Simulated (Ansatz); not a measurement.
# BPH₂ (quintet): wave-function methods side by side, cc-pVDZ

An exercise on one series of results from a longer session: the logs are not shown, and one member is left open.

Computed with Ansatz 0.2.0, Gaussian basis. Level: cc-pVDZ, core rule «outside noble gas», up to 6 orbitals frozen.

Plan: UHF; CCSD(T) on ROHF; CCSD(T) on UHF; BCCD(T) on ROHF; CISD; CCSDT(Q) on ROHF; CCSDT(Q) on UHF; CASSCF and MRCISD+Q, 10 electrons in 10 orbitals; CASSCF and NEVPT2, 10 electrons in 10 orbitals.

28 further runs of the same task are left out: 3 for a known fault of the program, 13 that didn't finish, 12 set aside as unsound or not needed.

## The system

The geometry is a PBE0/def2-TZVP stationary point (not a proven minimum) of the parent state, kept for this charge and spin.

4 atoms, charge 0, spin multiplicity 5.

Atoms are counted from 1 here; the program's logs count them from 0.

Bond lengths: B1–P2 1.888 Å, B1–H3 1.197 Å, B1–H4 1.197 Å. Angles: P2–B1–H3 120.5°, P2–B1–H4 120.5°, H3–B1–H4 119.0°.

Set-up of the first run:

in.yaml reads:

```yaml
crystal:
  periodic: [false, false, false]
  atoms:
    - {symbol: B, position_ang: [0.000000, 0.000000, 1.306995]}
    - {symbol: P, position_ang: [0.000000, 0.000000, -0.580784]}
    - {symbol: H, position_ang: [0.000000, 1.031797, 1.914372]}
    - {symbol: H, position_ang: [0.000000, -1.031797, 1.914372]}
basis:
  gaussian: {orbitals: cc-pVDZ}
magnetization: {spin_polarized: true, initial_magnetization: 4}
hamiltonian: {xc: hf}
output: {orbitals: {seedname: orbitals}}
```

Command:

```console
$ ansatz run in.yaml --threads 1 --pin off --events-out ev --progress --plain --max-ram 2393MiB
```

Among the steps run: UHF; CCSD(T) on ROHF; CCSD(T) on UHF; BCCD(T) on ROHF; CISD; CCSDT(Q) on ROHF; CCSDT(Q) on UHF; CASSCF and MRCISD+Q, 10 electrons in 10 orbitals; CASSCF and NEVPT2, 10 electrons in 10 orbitals.

One of the session's tables, all rows but one given; the rest of the session is left out.

```
          method  from UCCSDT(Q) (meV)
            ROHF               +5363.9
             UHF               +5282.3
            RMP2               +1115.7
            UMP2               +1129.2
            CISD                +454.3
           RCCSD                +172.2
           UCCSD                     ?
        RCCSD(T)                 +36.0
        UCCSD(T)                 +35.3
         BCCD(T)                 +36.0
          RCCSDT                  +8.5
          UCCSDT                  +7.7
       RCCSDT(Q)                  +1.2
       UCCSDT(Q)                     0
  CASSCF valence               +3952.8
  NEVPT2 valence               +1016.9
  MRCISD valence                +304.8
MRCISD+Q valence                 +31.1
```

Q: Estimate the row for UCCSD from the others.

The run gave: from UCCSDT(Q) (meV): +170.2. In the column «from UCCSDT(Q) (meV)» it lies between BCCD(T) (+36.0) and RCCSD (+172.2).

Among the levels timed on like hardware and quicker than the yardstick, those that no quicker one beats, quickest first: UCCSD(T) (8 s, +35.3 meV); MRCISD+Q valence (36 s, +31.1 meV).

Caveats from the session: Of the multireference levels listed MRCISD+Q valence comes nearest in total energy (+31.1 meV), which doesn't show that its space is the better one. Restricted and unrestricted rows rest on different reference determinants; where their highest levels disagree by more than a few hundredths of an eV, they describe different states and don't form one ladder.
